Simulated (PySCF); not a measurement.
## SiN₂: from structure and modes to constants

All numbers come from UPBE0 in PySCF with Si def2-TZVP, N def2-TZVP; no relativity; density-fitted integrals.

The triplet minimum has C∞v symmetry. Masses (u): Si 27.97693, N 14.00307.

```xyz
3
charge 0 multiplicity 3, angstrom
Si    1.1550    0.0000    0.0000
N    -1.7222    0.0000    0.0000
N    -0.5855    0.0000    0.0000
```

Harmonic wavenumbers (cm⁻¹): 350.6 (π, ×2), 543.7 (σ+, ×1), 1867.2 (σ+, ×1).

**Question.** Find the principal moments of inertia and the rotational constants. What kind of rotor is it?

**Answer.** About the centre of mass I = 83.656 u Å². With B = 16.8576/I this gives 0.2015 cm⁻¹. The molecule is linear.

**Question.** What is the harmonic zero-point energy?

**Answer.** Half the sum of all 4 wavenumbers, 3112/2 = 1556 cm⁻¹, which is 18.6 kJ/mol (1 cm⁻¹ = 0.0119627 kJ/mol).

**Question.** Find the vibrational entropy and heat capacity at 298.15 K.

**Answer.** With u = 1.43878 ω/T, each mode gives S = R[u/(eᵘ−1) − ln(1−e⁻ᵘ)] and C = R u² eᵘ/(eᵘ−1)².
```csv
ω (cm⁻¹),u,S (J/(mol K)),C (J/(mol K))
350.6 (×2),1.692,4.87,6.59
543.7,2.624,2.33,4.83
1867.2,9.010,0.01,0.08
```
The sums over all modes are S = 12.1 and C = 18.1 J/(mol K); the softest mode gives 40 % of the entropy (each member, where degenerate).

**Question.** Give the standard entropy (298.15 K, 1 bar) by its translational, rotational, vibrational and spin parts, and Cp.

**Answer.** Sackur–Tetrode with M = 55.98 u gives 159.1; rotation with symmetry number 1 gives 66.0; vibration 12.1; spin R ln 3 = 9.1. The total is 246.2 J/(mol K), and Cp = 7/2 R + 18.1 = 47.2 J/(mol K).

Only a few start shapes were tried, so a lower isomer may exist.
